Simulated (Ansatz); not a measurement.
**AlLiH₂+ (doublet): from Hartree-Fock to the top rungs, def2-TZVPP**

The task here is to estimate one member of a computed series from the others.

Computed with Ansatz 0.2.0, Gaussian basis. Level: def2-TZVPP, core rule «outside noble gas», up to 6 orbitals frozen.

To be run: UHF; ROHF; CCSD(T) on UHF.

2 further runs of the same task are left out: 2 set aside as unsound or not needed.

**What is computed**

The geometry is a PBE0/def2-TZVP stationary point (not a proven minimum) of the parent state, kept for this charge and spin.

4 atoms, charge 1, spin multiplicity 2.

Atoms are counted from 1 here; the program's logs count them from 0.

Bond lengths: Al1–H3 1.618 Å, Al1–H4 1.618 Å. Angles: H3–Al1–H4 107.9°.

The first run:

The input, in.yaml:

```yaml
crystal:
  periodic: [false, false, false]
  atoms:
    - {symbol: Al, position_ang: [0.000000, 0.000000, 0.456228]}
    - {symbol: Li, position_ang: [0.000000, 0.000000, -2.182594]}
    - {symbol: H, position_ang: [0.000000, 1.307862, 1.408637]}
    - {symbol: H, position_ang: [0.000000, -1.307862, 1.408637]}
basis:
  gaussian: {orbitals: def2-TZVPP}
total_charge: 1
magnetization: {spin_polarized: true, initial_magnetization: 1}
hamiltonian: {xc: hf}
output: {orbitals: {seedname: orbitals}}
```

Run with:

```sh
$ ansatz run in.yaml --threads 1 --pin off --events-out ev --progress --plain --max-ram 4096MiB --backend cpu
```

Steps of the session up to this table: UHF; ROHF; CCSD(T) on UHF.

One of the session's tables, all rows but one given; the rest of the session is left out.

| method | from UCCSD(T) (meV) |
| --- | --- |
| ROHF | +2471.9 |
| UHF | +2434.3 |
| UMP2 | +583.4 |
| UCCSD | ? |
| UCCSD(T) | 0 |

**Question.** Estimate the row for UCCSD.

**Answer.** from UCCSD(T) (meV): +45.3. In the column «from UCCSD(T) (meV)» it lies between UCCSD(T) (0) and UMP2 (+583.4).
